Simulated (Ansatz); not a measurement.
# ClFH: the cost of one run

Method: cc-pVTZ, all electrons in the functionals, frozen cores in the correlation of double hybrids and RPA; program: Ansatz 0.2.0, Gaussian basis.

Plan: wB97M-V, B2PLYP, RPA-PBE, at 1.279 Å; 1.317 Å; 1.395 Å; 1.472 Å; 1.549 Å.

### 1 What is computed

The geometry derives from fragments relaxed apart (PBE0/def2-TZVP) and kept rigid, so it is no stationary point. A hydrogen atom is moved between rigid fragments.

3 atoms, charge 0, spin multiplicity 2.

Atoms are counted from 1 here; the program's logs count them from 0.

Bond lengths: Cl1–H2 1.279 Å, H2–F3 1.170 Å. Angles: Cl1–H2–F3 180.0°.

No dispersion term is added; wB97M-V holds VV10 nonlocal correlation.

The geometry shown and the zero of energy belong to the point 1.279 Å. The yardstick, UCCSDT(Q), and other wave-function levels (R restricted, U unrestricted, valence and pair active spaces) come from earlier runs.

### 2 wB97M-V, 1.279 Å

Input file in.yaml:

```yaml
crystal:
  periodic: [false, false, false]
  atoms:
    - {symbol: Cl, position_ang: [0.000000, 0.000000, -1.242600]}
    - {symbol: H, position_ang: [0.000000, 0.000000, 0.036200]}
    - {symbol: F, position_ang: [0.000000, 0.000000, 1.206400]}
basis:
  gaussian: {orbitals: cc-pVTZ}
magnetization: {spin_polarized: true, initial_magnetization: 1}
hamiltonian: {xc: {name: wB97M-V}}
output: {orbitals: {seedname: orbitals}}
```

The run is started by

```
$ ansatz run in.yaml --threads 1 --pin off --events-out ev --progress --plain --max-ram 2816MiB --backend cpu
```

What time and memory should one allow on 1 thread of AMD EPYC 7R13, shared host?

About 13 s, with a peak of 0.27 GiB.
